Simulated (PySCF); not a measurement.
Other spins and charges of BH3, singlet at one geometry

Geometry (PBE0/def2-TZVP stationary point for this spin, not checked as a minimum):

| atom | x (Å) | y (Å) | z (Å) |
| --- | --- | --- | --- |
| B | 0.0000 | 0.0000 | 0.0000 |
| H | 1.1934 | 0.0146 | -0.0003 |
| H | -0.6093 | 1.0262 | -0.0028 |
| H | -0.5841 | -1.0408 | 0.0031 |

Basis cc-pVDZ; PySCF 2.14.0. Correlated methods freeze the noble-gas cores. R marks a restricted (for open shells ROHF) determinant, U an unrestricted one.

Gaps are energies of the second state less the first, at fixed atoms, for a selection of the levels run; mean-field and cluster levels share one orbital occupation for each state, and full CI takes the lowest of the symmetries tried.

The determinant for coupled cluster was chosen by trial CCSD, here up to 0.16 eV above the lowest Hartree–Fock solution of its kind, and MP2 stands on that determinant too.

Removing an electron, to the doublet: 13.120 eV at RCCSDT.

| level | gap (eV) | error (meV) |
| --- | --- | --- |
| RMP2 | 13.066 | -54 |
| UMP2 | 13.086 | -34 |
| RCCSD | 13.119 | -1 |
| UCCSD | 13.115 | -5 |
| RCCSD(T) | 13.121 | 1 |
| UCCSD(T) | 13.121 | 1 |
| UCCSDT | 13.120 | 0 |
| PBE | 12.898 | -222 |
| r2SCAN | 12.963 | -157 |
| PBE0 | 13.026 | -94 |
| B3LYP | 13.104 | -16 |
| wB97M-V | 13.160 | 40 |
| B2PLYP | 13.059 | -61 |

Question: PBE gives 4.917 eV for triplet less singlet. Estimate what RCCSDT gives in cc-pVDZ.

Answer: RCCSDT in cc-pVDZ gives 5.456 eV, so against it PBE is off by -0.539 eV, of which a good part can be the reference's own basis and frozen-core error.

```csv
level,gap (eV),error (meV)
RMP2,5.473,17
UMP2,5.502,46
RCCSD,5.488,32
UCCSD,5.482,26
UCCSD(T),5.461,5
UCCSDT,5.455,-1
PBE0,5.106,-350
B3LYP,5.260,-196
wB97M-V,5.429,-27
B2PLYP,5.394,-62
```

In so small a basis the reference is far from its limit while semilocal and hybrid functionals are nearer theirs (RPA and double hybrids share much of the reference's basis error), so the functionals' errors here hold much of the reference's basis and frozen-core error, which can add to them or hide them.

Full CI isn't at hand for all of this; RCCSDT serves as the reference. It lacks quadruple excitations, which often exceed the step from CCSD(T) to CCSDT. The frozen core follows each run's orbitals, which can shift R against U totals by a few meV.
